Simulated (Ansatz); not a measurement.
A run for Ansatz (an electronic-structure program): R-CCSD(T)/aug-cc-pVQZ on HF (SMILES F) with ghost functions.

Ansatz 0.2 input:
```yaml
crystal:
  periodic: [false, false, false]
  atoms:
    - {symbol: F, position_ang: [-1.45719500, 0.01925700, -0.00001100]}
    - {symbol: H, position_ang: [-0.53931000, -0.09466400, 0.00014500]}
basis:
  gaussian:
    orbitals: aug-cc-pVQZ
    ghost_atoms:
      - {symbol: F, position_ang: [1.32373600, -0.09022600, -0.00000700]}
      - {symbol: H, position_ang: [1.74043700, 0.73339000, 0.00001300]}
magnetization: {spin_polarized: false}
correlation: {method: ccsd_t, electrons: outside_noble_gas}
scf: {lower_state_search: off}
```

Program output:

```
WARN ansatz: RAYON_NUM_THREADS=1 ignored (pool sized by the plan → 1); use --threads N
Functional definition: HF
these checks for a lower state are left out or cut short: stability, starts, cluster_reference, orbital_swaps, neighbouring_geometries, increment
integrals: 1.62 GiB planned
1529 factors; integrals over basis functions are off by at most 1.1e-3 eV
mean field: 0.70 GiB planned
mean field evaluation 1: about -2722.0203 eV, gradient 2.5e1 eV
mean field evaluation 2: about -2722.0203 eV, gradient 2.5e1 eV
mean field evaluation 4: about -2722.9879 eV, gradient 1.2e0 eV
mean field evaluation 8: about -2722.9927 eV, gradient 5.9e-5 eV
mean field -2722.99272322 eV, -100.0681368675 hartree, gradient 1.6e-6 eV, S^2 0.000000; 0 other end points of the search recorded, 0 dependent functions left out
1 core orbitals not correlated
reference -2722.99272322 eV, -100.0681368675 hartree; 4, 4 occupied and 247, 247 virtual orbitals, 1529 factors
second order -8.21037991 eV of doubles, -0.00000000 eV of singles
coupled cluster: 1.82 GiB planned
cycle   1  -8.03810213 eV  change    1.7e-1 eV  update   4.5e-2
cycle   2  -8.16444925 eV  change   -1.3e-1 eV  update   1.2e-2
cycle   3  -8.19544817 eV  change   -3.1e-2 eV  update   5.3e-3
cycle   4  -8.19059583 eV  change    4.9e-3 eV  update   9.4e-4
cycle   5  -8.19016059 eV  change    4.4e-4 eV  update   3.1e-4
cycle   6  -8.19027557 eV  change   -1.1e-4 eV  update   8.3e-5
cycle   7  -8.19026258 eV  change    1.3e-5 eV  update   2.6e-5
cycle   8  -8.19025016 eV  change    1.2e-5 eV  update   7.6e-6
cycle   9  -8.19024760 eV  change    2.6e-6 eV  update   2.2e-6
perturbative correction -0.22688468 eV, -0.0083378584 hartree
Total energy: -2731.40985550 eV, -100.3774607736 hartree
Checks for a lower state left out: stability, starts, cluster_reference, orbital_swaps, neighbouring_geometries, increment
```

The run converged.

Cost: about 9 core-minutes (a rough figure).
